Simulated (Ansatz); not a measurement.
**C₃H₅FO₂: a ladder of functionals and wavefunction methods**

How much do the methods differ for C₃H₅FO₂? The plan is to run it at one geometry with functionals of several rungs and with coupled cluster, and see how far each lands from CCSD(T) at the basis-set limit for the atomisation energy.

Computed with Ansatz 0.2.0, Gaussian basis. Level: functionals in def2-TZVPP, the program's frozen cores in correlated methods.

The runs, in order: PBE-D4, r2SCAN-D4, PBE0-D4, B3LYP-D4, ωB97X-V, ωB97M-V, B2PLYP; CCSD(T)/def2-TZVPP; MP2/def2-QZVPP; extrapolation to the limit.

### 1 The relaxed structure

All runs share one geometry, relaxed beforehand with PBE0-D4 in a triple-zeta def2 set.

SMILES `C=C(O)OCF`, 11 atoms, charge 0, spin multiplicity 1.

Atoms are counted from 1 here; the program's logs count them from 0.

Bond lengths: C1–C2 1.331 Å, C1–H7 1.078 Å, C1–H8 1.079 Å, C2–O3 1.340 Å, C2–O4 1.351 Å, O3–H9 0.963 Å, O4–C5 1.395 Å, C5–F6 1.351 Å, C5–H10 1.096 Å, C5–H11 1.096 Å. Angles: C2–C1–H7 122.1°, C2–C1–H8 118.9°, H7–C1–H8 119.0°, C1–C2–O3 122.9°, C1–C2–O4 127.0°, O3–C2–O4 110.1°, C2–O3–H9 108.2°, C2–O4–C5 117.0°, O4–C5–F6 106.1°, O4–C5–H10 110.4°, O4–C5–H11 110.4°, F6–C5–H10 109.1°, F6–C5–H11 109.1°, H10–C5–H11 111.6°.

### 2 PBE-D4 (GGA)

File in.yaml:

```yaml
crystal:
  periodic: [false, false, false]
  atoms:
    - {symbol: C, position_ang: [-0.039730, -1.495764, 0.048664]}
    - {symbol: C, position_ang: [-0.157146, -0.385303, 0.773506]}
    - {symbol: O, position_ang: [-0.423925, -0.397609, 2.086902]}
    - {symbol: O, position_ang: [-0.034463, 0.886948, 0.336045]}
    - {symbol: C, position_ang: [0.238411, 1.066898, -1.020539]}
    - {symbol: F, position_ang: [0.303919, 2.402505, -1.215476]}
    - {symbol: H, position_ang: [0.176968, -1.470717, -1.006910]}
    - {symbol: H, position_ang: [-0.165106, -2.451374, 0.533551]}
    - {symbol: H, position_ang: [-0.465498, 0.514341, 2.394120]}
    - {symbol: H, position_ang: [1.204391, 0.618868, -1.278414]}
    - {symbol: H, position_ang: [-0.572420, 0.654106, -1.630849]}
basis:
  gaussian: {orbitals: def2-TZVPP}
hamiltonian: {xc: pbe, dispersion: d4}
output: {forces: true, orbitals: {seedname: orbitals}}
```

On the command line:

```console
$ ansatz run in.yaml --threads 4 --pin off --events-out ev --progress --plain --max-ram 10444MiB
```

The runs that follow: r2SCAN-D4 (meta-GGA); PBE0-D4 (hybrid); B3LYP-D4 (hybrid); ωB97X-V (range-separated); ωB97M-V (range-separated); B2PLYP (double hybrid); CCSD(T) in def2-TZVPP; MP2 in def2-QZVPP.

Q: Predict the results of all the runs planned. Wanted: atomisation energy, CCSD(T)/CBS; farthest; mean size of error, hybrid; mean size of error, range-separated; gap, smallest and largest; T1 diagnostic; triples share of the correlation energy.

The runs gave:

| quantity | value |
| --- | --- |
| atomisation energy, CCSD(T)/CBS | 1070.8 kcal/mol |
| functionals within 5.4 kcal/mol (0.5 %) | B3LYP-D4, ωB97X-V, ωB97M-V |
| farthest | PBE-D4 (+40.5 kcal/mol) |
| mean size of error, hybrid | 4.2 kcal/mol |
| mean size of error, range-separated | 3.4 kcal/mol |
| gap, smallest and largest | 5.63 eV (PBE-D4), 12.12 eV (ωB97X-V) |
| T1 diagnostic | 0.0121 |
| triples share of the correlation energy | 3.7 % |

In words: PBE-D4 misses by +40.5 kcal/mol. Double hybrids carry the basis error of their MP2 part in triple zeta, and no dispersion term here, so their miss is partly the set-up's. The reference freezes the cores and leaves out relativity and excitations past (T), so misses under about 5.4 kcal/mol can't be ranked. Hartree-Fock recovers 69 % of the binding; the rest is correlation. Orbital gaps span 5.6 to 12.1 eV; exact exchange widens them.
